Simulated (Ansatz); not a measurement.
**Relaxing SbP**

Computed with DFT r2SCAN, scalar-relativistic, plane waves, PAW in Ansatz. Cutoff 500 eV, Γ-centred k mesh, Gaussian smearing, no spin polarisation in the final step.

SbP was placed on the CuAu (L1_0) structure type (P4/mmm, No. 123), with Sb in place of Cu, P in place of Au, at a guessed volume.

```
CELL_PARAMETERS angstrom
3.30227 0.00000 0.00000
0.00000 3.30227 0.00000
0.00000 0.00000 4.32833
ATOMIC_POSITIONS crystal
Sb 0.50000 0.50000 0.50000
P 0.00000 0.00000 0.00000
```

Cell and atoms relax at zero pressure; the relaxation can't lower the symmetry of the start. After a coarse first stage the cell is made exact in the group found at 0.06 Å.

Formation energies are uncorrected and refer to the elements' standard structures at the same level.

Question: Describe the relaxed structure.

Answer: It ends in Pm-3m (No. 221). The result has the caesium chloride structure. Conventional cell: a = 3.446 Å. Sb is coordinated by 8 P at 2.98 Å and 6 Sb at 3.45 Å; P is coordinated by 8 Sb at 2.98 Å and 6 P at 3.45 Å.

```cif
data_structure
_symmetry_space_group_name_H-M 'Pm-3m'
_symmetry_Int_Tables_number 221
_cell_length_a 3.4460
_cell_length_b 3.4460
_cell_length_c 3.4460
_cell_angle_alpha 90.000
_cell_angle_beta 90.000
_cell_angle_gamma 90.000
_cell_volume 40.92
loop_
_atom_site_label
_atom_site_type_symbol
_atom_site_symmetry_multiplicity
_atom_site_Wyckoff_symbol
_atom_site_fract_x
_atom_site_fract_y
_atom_site_fract_z
_atom_site_occupancy
Sb1 Sb 1 b 0.50000 0.50000 0.50000 1
P1 P 1 a 0.00000 0.00000 0.00000 1
```

Question: What are its volume, energy, density and gap?

Answer: The volume per atom is 20.46 Å³ and the density is 6.20 g/cm³. The energy over the elements is 0.62 eV/atom. The gap on the 16×16×18 mesh is 0 eV (a metal).

The final run used a 16×16×18 mesh on its 2-atom cell and 0.10 eV smearing. The k mesh leaves about 4 meV/atom of noise in metals. Spin–orbit coupling is left out. Symmetry constrained the relaxation, so the result can be a saddle point. The steps took of the order of 70 core-seconds in all.

Cost: 4 runs of about 1.2 core-minutes in all, on AMD EPYC 9B45 (Zen 5) (shared hosts).